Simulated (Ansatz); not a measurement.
`CCC(O)O` and `OC(O)Cl` differ in one atom or group.

Ansatz, PBE0-D4/def2-TZVP geometries, multiplicity 1. Each molecule was computed in one conformer, which needn't be the lowest.

| property | `CCC(O)O` |
| --- | --- |
| size of the dipole moment (ωB97M-V/def2-TZVPP) / D | 0.20 |
| size of the dipole moment (PBE/def2-TZVPP) / D | 0.20 |
| LUMO energy (B3LYP/def2-TZVPP) / eV | 0.72 |
| HOMO energy (PBE0/def2-TZVPP) / eV | -8.10 |
| size of the dipole moment (B3LYP/def2-TZVPP) / D | 0.20 |
| LUMO energy (ωB97M-V/def2-TZVPP) / eV | 2.50 |

(1) What does the change do to each property? (An estimate is asked.)

Results:

(1) Computed: 
```tsv
property	`OC(O)Cl`	shift
size of the dipole moment (ωB97M-V/def2-TZVPP) / D	2.17	1.97
size of the dipole moment (PBE/def2-TZVPP) / D	2.17	1.97
LUMO energy (B3LYP/def2-TZVPP) / eV	0.40	-0.32
HOMO energy (PBE0/def2-TZVPP) / eV	-8.61	-0.51
size of the dipole moment (B3LYP/def2-TZVPP) / D	2.17	1.97
LUMO energy (ωB97M-V/def2-TZVPP) / eV	2.25	-0.25
```

With PBE0 the HOMO falls by 0.51 eV and the LUMO falls by 0.32 eV, so the gap widens by about 0.19 eV. PBE moves the HOMO by -0.60 eV and ωB97M-V by -0.39 eV. Dipoles are sizes alone; their direction can turn.

B3LYP here is the variant with VWN-RPA as its local correlation; programs differ in this.
